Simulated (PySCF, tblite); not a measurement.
**C₂H₇NO, a complex of two parts: NMR shifts, interaction energy, spin-spin couplings and core binding energies**

What NMR shifts, interaction energy, spin-spin couplings and core binding energies should one expect for `C=O` with `CN`?

Computed with tblite 0.8.0 and PySCF 2.14.0; each step states its level. No surroundings beyond the atoms listed, unless a continuum is named. Atoms count from 0, parts from 1.

## Step 1: Starting point

11 atoms, charge 0, multiplicity 1; geometry: rigid parts in contact. Parts: 1 = atoms 0–3, `C=O`, charge 0; 2 = atoms 4–10, `CN`, charge 0.

## Step 2: Docking the parts with GFN2-xTB

What the job is given:

```
{"job": {"kind": "dock", "xc": "GFN2-xTB", "basis": "xTB"}, "charge": 0, "multiplicity": 1, "parts": [{"atoms": "0-3", "charge": 0, "multiplicity": 1}, {"atoms": "4-10", "charge": 0, "multiplicity": 1}]}
C      0.000761    -0.000096    -0.000239
O      1.171672    -0.222360     0.024835
H     -0.759003    -0.799689    -0.010796
H     -0.413429     1.022145    -0.013800
C     -0.183620     4.709964     0.127677
N     -0.977829     3.527167    -0.155398
H      0.798138     4.586213    -0.328114
H     -0.668987     5.571428    -0.329718
H     -0.044628     4.919181     1.198448
H     -1.902134     3.620300     0.252887
H     -0.543435     2.706955     0.254508
```

Method: GFN2-xTB search for minima from random contacts, gas phase.

Run with:

```bash
OMP_NUM_THREADS=1 python cluster_run.py task.json out
```

The driver reads the jobs from task.json and runs them one after another.

**Question.** The jobs that follow are: PBE0-D3(BJ)/def2-SVPD geometry optimisation, gas phase; GIAO PBE0/pcSseg-2 NMR shielding, non-relativistic, gas phase; wB97M-D3(BJ)/def2-TZVPD interaction energy, counterpoise and uncorrected, gas phase; PBE0-D3(BJ)/def2-TZVPD interaction energy, counterpoise and uncorrected, gas phase; MP2/def2-TZVPD interaction energy, counterpoise and uncorrected, gas phase; B3LYP/pcJ-1 indirect spin-spin coupling, non-relativistic, gas phase; delta-SCF UKS SCAN, pcX-2 on the ionised atom, pcseg-1 elsewhere, spin-free X2C. Predict: binding energy (GFN2-xTB); point group; rotational constants (main isotopes); shieldings of C, H (PBE0/pcSseg-2); largest proton shift on binding; interaction energy, counterpoise (wB97M-D3(BJ)/def2-TZVPD); superposition error; binding energy (with deformation); largest coupling of the table (B3LYP/pcJ-1); O1s binding energies, SCAN/pcX-2; C1s binding energies, SCAN/pcX-2 (standing for 1 of 2 atoms); N1s binding energies, SCAN/pcX-2.

The runs gave:

```
                                                    quantity                                                                                   value
                                   binding energy (GFN2-xTB)                                                                          -2.57 kcal/mol
                                                 point group                                                                                      C1
                        rotational constants (main isotopes)                                                                   19.83, 2.29, 2.24 GHz
                          shieldings of C, H (PBE0/pcSseg-2)  C0 -28.4, C4 152.7, H3 20.9, H2 21.2, H8 28.6, H7 28.9, H6 29.0, H10 29.2 ppm and more
                             largest proton shift on binding                                                                          H10, +2.05 ppm
  interaction energy, counterpoise (wB97M-D3(BJ)/def2-TZVPD)                                                                          -3.93 kcal/mol
                                         superposition error                                                                           0.10 kcal/mol
                           binding energy (with deformation)                                                                          -3.87 kcal/mol
                 largest coupling of the table (B3LYP/pcJ-1)                                                                 1J(C,H) C0–H3, 193.8 Hz
                            O1s binding energies, SCAN/pcX-2                                                                            O1 538.99 eV
C1s binding energies, SCAN/pcX-2 (standing for 1 of 2 atoms)                                                                            C4 291.44 eV
                            N1s binding energies, SCAN/pcX-2                                                                            N5 404.80 eV
 range of the interaction energy over the runs of this table                                                                 -3.98 to -3.33 kcal/mol
```

**Reading.** At its xTB geometry the search ends with the contact H3···N5 (weak hydrogen bond, 2.34 Å); 6 starts can't prove it the lowest minimum. A later relaxation moves these distances. Over 11 steps the energy fell by 0.109 eV; of the close pairs, C0–O1 changed most, 1.176 to 1.203 Å. At PBE0/pcSseg-2: The widest tensor belongs to O1: span 1593 ppm, with a paramagnetic part of -826 ppm. On binding (GIAO PBE0/pcSseg-2 NMR shielding, non-relativistic, gas phase), H10 moves most among the protons, 2.05 ppm downfield. Of the attraction, electrostatic 67 %, orbital 19 %, dispersion 13 %; Pauli repulsion takes back 5.17 kcal/mol. In the run at B3LYP/pcJ-1, the largest coupling of the table is C0–H3, 193.8 Hz, of which the Fermi-contact term gives 193.3 Hz. Binding moves the N1s level of N5 by -0.30 eV. The interaction energy runs from -3.98 (PBE0-D3(BJ)/def2-TZVPD) to -3.33 kcal/mol (MP2/def2-TZVPD).
